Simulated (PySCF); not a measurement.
LiH, SMILES [LiH].

The structure is a stationary point at PBE0-D3(BJ)/def2-TZVPD.

Vertical ionisation energy (IE) and electron affinity (EA) in eV. Rows of orbital energies are one-electron estimates. Where ΔSCF, EOM or ADC give a negative EA the extra electron is unbound and the value depends on the basis.

```csv
level,IE,EA
"−ε(HOMO), −ε(LUMO), PBE/def2-TZVPD (PySCF)",[?],[?]
"−ε(HOMO), −ε(LUMO), ωB97X/def2-TZVPD (PySCF)",7.84,-0.21
```

**Question.** What belongs in the gaps? (Estimate from the structure and the level; the computed values follow.)

**Answer.** 
- −ε(HOMO), −ε(LUMO), PBE/def2-TZVPD (PySCF), IE: 4.37
- −ε(HOMO), −ε(LUMO), PBE/def2-TZVPD (PySCF), EA: 1.59
